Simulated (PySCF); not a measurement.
## Spin states of NaLi

Unrestricted PBE0; basis Na jorge-DZP-DKH, Li jorge-DZP-DKH; spin-free X2C with a Gaussian nucleus; PySCF 2.14. Outer shells of the fragments: Na 3s1; Li 2s1.

Followed along the bond (rough minima from three points):

```json
{"2Ms+1": "1", "unpaired": "none", "⟨S²⟩ at the start": "0.00", "R at minimum (Å)": "2.92", "Te (eV)": "0.00"}
{"2Ms+1": "3", "unpaired": "σ ↑, π ↑", "⟨S²⟩ at the start": "2.00", "R at minimum (Å)": "2.87", "Te (eV)": "1.39"}
{"2Ms+1": "3", "unpaired": "σ ↑↑", "⟨S²⟩ at the start": "2.00", "R at minimum (Å)": "none in the scan", "Te (eV)": "≤ 0.86"}
```

Solutions found at the starting distance of 2.860 Å, counted from the lowest of them; the search is not exhaustive and high or unbound solutions are not listed, so other states can lie among these:

| 2Ms+1 | unpaired | term | E (eV) | ⟨S²⟩ | ⟨Lz²⟩ | μ (D) |
| --- | --- | --- | --- | --- | --- | --- |
| 1 | none | ¹Σ⁺ | 0.00 | 0.00 | 0.00 | -0.36 |
| 3 | σ ↑↑ | ³Σ⁺ | 0.98 | 2.00 | 0.00 | -1.24 |
| 3 | σ ↑, π ↑ | ³Π | 1.39 | 2.00 | 1.01 | -1.56 |
| 1 | σ ↑, π ↓ | mixed | 1.82 | 1.00 | 1.00 | -1.74 |

A term symbol is given only where ⟨S²⟩ and ⟨Lz²⟩ are close to those of a pure state; real π, δ and φ orbitals otherwise mix terms. A positive dipole means Na(−)Li(+).

Counting both spins, an empty level lies below a filled one in some of these solutions, because spin and occupation are held.
